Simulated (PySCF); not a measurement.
Species: C₃H₃FO.
Cartesian coordinates in Å at the PBE0-D3(BJ)/def2-SVP level; atoms count from 1:
```xyz
8
C3H3FO angstrom
C      0.9872    0.7719   -0.0772
C      0.1410   -0.1013    0.4733
C     -0.9898   -0.6348   -0.3103
O     -1.2779   -0.3954   -1.4357
F     -1.7252   -1.4821    0.4223
H      0.8450    1.0942   -1.1130
H      1.8321    1.1794    0.4828
H      0.2444   -0.4508    1.5032
```

Theory: PBE0-D3(BJ)/def2-SVP geometry optimisation, gas phase (PySCF).

Masses are those of the commonest isotopes; rigid-rotor values at the optimised geometry. The values belong to one conformer with, in the numbering `[CH2:1]=[CH:2][C:3](=[O:4])[F:5]`, C1–C2–C3–O4 0°.

**Question.** What are A, B and C (GHz)?

**Answer.** Ia = 45.94, Ib = 119.52, Ic = 165.46 u·Å²; 505379 MHz·u·Å²/I gives 11000, 4228 and 3054 MHz, that is A = 11.000, B = 4.2283, C = 3.0543 GHz.

**Question.** Classify the top.

**Answer.** An asymmetric top; Ray's κ = -0.704.

**Question.** Is it planar, by Δ = Ic − Ia − Ib?

**Answer.** Planar: Δ = Ic − Ia − Ib = 0.00 u·Å². For a rigid frame Δ = −2 Σ m c², so it vanishes when all atoms lie in the ab plane; here none is more than 0.01 Å from it.

**Question.** Which lines would a microwave search look for?

**Answer.** The dipole components are |μa| = 2.65 D, |μb| = 1.63 D, |μc| = 0.00 D; the mirror of this Cs structure is the ab plane, so μc vanishes by symmetry and there are no c-type lines. The squared components, which scale the intensities, stand as 1.00 : 0.38 (a : b). Some lines, for components of 0.1 D or more:

```
type  branch         J(Ka,Kc)    MHz  lower level (cm⁻¹)
   a       Q  1(1,0) ← 1(1,1)   1174               0.469
   a       Q  3(1,2) ← 3(1,3)   7034               1.583
   a       R  1(0,1) ← 0(0,0)   7283               0.000
   b       Q  2(1,1) ← 2(0,2)   9259               0.724
   a       Q  4(1,3) ← 4(1,4)  11667               2.468
   b       Q  4(2,2) ← 4(1,3)  18482               2.857
   b       Q  3(2,1) ← 3(1,2)  19334               1.817
   b       R  2(1,2) ← 1(0,1)  20163               0.243
   a       R  3(2,2) ← 2(2,1)  21848               1.711
   a       R  3(2,1) ← 2(2,0)  22394               1.715
   b       R  4(0,4) ← 3(1,3)  23397               1.583
   b       Q  3(2,2) ← 3(1,3)  25681               1.583
   b       R  3(1,3) ← 2(0,2)  25742               0.724
   a       R  4(1,4) ← 3(1,3)  26532               1.583
   a       R  4(0,4) ← 3(0,3)  27837               1.435
   b       Q  4(2,3) ← 4(1,4)  28171               2.468
   a       R  4(3,1) ← 3(3,0)  29444               3.670
   a       R  4(2,2) ← 3(2,1)  30314               2.462
   b       R  4(1,4) ← 3(0,3)  30972               1.435
   a       R  4(1,3) ← 3(1,2)  31165               1.817
   b       R  4(2,3) ← 3(1,2)  47669               1.817
   b       R  4(2,2) ← 3(1,3)  56681               1.583
   b       R  3(3,1) ← 2(2,0)  58584               1.715
   b       R  4(4,1) ← 3(3,0)  80657               3.670
```

Stationary, but not proved a minimum. No vibrational averaging or centrifugal distortion is included, and the geometry carries the error of its method.
